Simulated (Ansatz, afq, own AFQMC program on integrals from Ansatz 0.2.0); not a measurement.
# C2H3, doublet in def2-TZVP, levels against CCSDT(Q)

```json
{"atom": "C", "x (Å)": "0.4248", "y (Å)": "1.1623", "z (Å)": "-1.0754"}
{"atom": "C", "x (Å)": "0.6344", "y (Å)": "0.4683", "z (Å)": "0.0170"}
{"atom": "H", "x (Å)": "-0.4738", "y (Å)": "1.0243", "z (Å)": "-1.6901"}
{"atom": "H", "x (Å)": "1.1432", "y (Å)": "1.9194", "z (Å)": "-1.4291"}
{"atom": "H", "x (Å)": "1.3956", "y (Å)": "0.3882", "z (Å)": "0.7937"}
```

Connectivity, by distances: CH2–CH.

Basis def2-TZVP. Noble-gas cores (and the filled d shells of Ga–Kr and In–Xe) are frozen. Integrals, coupled cluster, full CI and functionals: Ansatz 0.2.0; the random walks run on the same integrals in our own AFQMC program. The CISD trial takes its coefficients from CCSD amplitudes. Released means that phaseless walkers are propagated on without the constraint, phases kept. ± is one standard error of the sampling.

Determinant: ROHF, the one that the program's search chose, which needn't be the lowest solution. The geometry is a PBE0/def2-SVP stationary point of this or a neighbouring charge and spin state.

No full CI on the walks' own integrals is used here; CCSDT(Q) serves as the reference and is uncertain by about the last step of the cluster series.

Cautions: a spin-contaminated unrestricted determinant lies lower (UHF 224 meV lower, ⟨S²⟩ 0.95).

The T1 diagnostic is 0.0225, the weight of the determinant in the CISD state is 0.873 and the size of the correlated space is 11 electrons in 78 orbitals.

```csv
level,correlation energy (eV)
MP2,-7.9715
CCSD,-8.7084
CCSD(T),-9.0786
```

Task: Estimate where phaseless AFQMC with a CISD trial lies against CCSD(T) on the same integrals.

Result: 1.01 ± 0.18 mEh below CCSD(T).

Reference: CCSDT(Q), correlation energy -9.118 eV. The released energy is read at 2.40 1/Eh (meV from the phaseless value at times in 1/Eh: -6 ± 5 at 0.24, -3 ± 4 at 0.51, -4 ± 5 at 0.99, -9 ± 5 at 1.62, -13 ± 8 at 2.40).

| level | E − E(reference) (mEh) | share of correlation (%) |
| --- | --- | --- |
| CCSD(T) | 1.43 | 99.57 |
| CCSDT | 0.66 | 99.80 |
| ph-AFQMC/HF | -0.73 ± 0.97 | 100.22 |
| ph-AFQMC/CISD | 0.42 ± 0.18 | 99.88 |
| released AFQMC | -0.05 ± 0.29 | 100.02 |

Released energies are given only where the last usable release times agree within the noise; a slower fall can still hide under it.
